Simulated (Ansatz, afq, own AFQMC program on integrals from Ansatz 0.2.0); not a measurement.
**AFQMC, coupled cluster and functionals along a coordinate of NH$_{2}$S, doublet**

```yaml
atoms:
  - { symbol: N, position_ang: [0.0000, -0.1878, 1.0997] }
  - { symbol: S, position_ang: [0.0000, 0.0962, -0.5000] }
  - { symbol: H, position_ang: [0.0000, 0.7404, 1.5312] }
  - { symbol: H, position_ang: [0.0000, -1.1895, -0.9067] }
```

The N1–S2 distance is changed with both sides rigid. Energies in eV count from this geometry (1.625 Å) at the same level; the start stands on UHF, each point on the determinant named.

Basis cc-pVDZ. Noble-gas cores (and the filled d shells of Ga–Kr and In–Xe) are frozen. Integrals, coupled cluster, full CI and functionals: Ansatz 0.2.0; the random walks run on the same integrals in our own AFQMC program. ph-AFQMC/CISD is guided by a CISD state made of CCSD amplitudes; releasing the constraint for a short imaginary time cuts its bias at the price of noise, slowly where states lie close. Error bars are statistical, one sigma.

Cautions, each for one point or more: a spin-contaminated unrestricted determinant lies lower; higher spins were not checked; the ph-AFQMC/CISD walk drifts between its halves; unrestricted determinant spin contaminated; walk and cluster series may follow different spin states.

```json
{"r(N1–S2) / Å": "1.441", "det.": "UHF", "T1": "0.018", "weight": "0.88", "⟨S²⟩": "0.77", "CCSD(T)": "1.177", "ph-AFQMC/CISD": "1.172 ± 0.016", "released AFQMC": "1.175 ± 0.028", "CCSDT(Q)": "1.186", "B2PLYP": "1.099", "PBE0": "1.042"}
{"r(N1–S2) / Å": "1.832", "det.": "UHF", "T1": "0.032", "weight": "0.85", "⟨S²⟩": "0.78", "CCSD(T)": "0.149", "ph-AFQMC/CISD": "0.103 ± 0.024", "released AFQMC": "0.139 ± 0.038*", "CCSDT(Q)": "0.134", "B2PLYP": "0.221", "PBE0": "0.280"}
{"r(N1–S2) / Å": "2.242", "det.": "ROHF", "T1": "0.033", "weight": "0.82", "⟨S²⟩": "pure", "CCSD(T)": "1.377", "ph-AFQMC/CISD": "1.412 ± 0.025", "released AFQMC": "1.433 ± 0.044*", "CCSDT(Q)": "1.335", "B2PLYP": "1.776§", "PBE0": "1.799§"}
{"r(N1–S2) / Å": "2.935", "det.": "UHF¶", "T1": "0.013", "weight": "0.89", "⟨S²⟩": "1.74", "CCSD(T)": "2.414", "ph-AFQMC/CISD": "2.327 ± 0.018", "released AFQMC": "2.359 ± 0.032*", "CCSDT(Q)": "2.360", "B2PLYP": "2.712§", "PBE0": "2.896§"}
{"r(N1–S2) / Å": "4.448", "det.": "UHF¶", "T1": "0.008", "weight": "0.90", "⟨S²⟩": "1.77", "CCSD(T)": "2.543", "ph-AFQMC/CISD": "2.568 ± 0.013", "released AFQMC": "2.575 ± 0.023*", "CCSDT(Q)": "2.563", "B2PLYP": "2.894§", "PBE0": "3.128§"}
```

Weight is that of the determinant in the CISD state; at the start T1 is 0.028 and the weight 0.87, and ⟨S²⟩ is 0.77. ¶ marks points with a poor determinant and no full CI, where no value is sure; they don't count among the departures. An asterisk marks released energies that aren't shown to be converged. § marks a functional whose ⟨S²⟩ is too high by over 0.1. Largest departures from CCSDT(Q), at the points where its series has closed: CCSD(T) 0.042 eV at 2.242 (on ROHF), ph-AFQMC/CISD 0.076 eV at 2.242 (on ROHF), B2PLYP 0.087 eV at 1.832, PBE0 0.146 eV at 1.832. Functionals count only at points shown to share the start's state and spin. In this small basis the wave-function levels are far from their limit, so their gap to the functionals isn't the functionals' error.

Some points may be missing: those where a free walk finds a much lower state, and past Zn most of those on another determinant than at the start.

A walk keeps the symmetry of its determinant, which the program's search chose and which needn't be the lowest solution, so a lower state of the same spin and another symmetry isn't excluded.
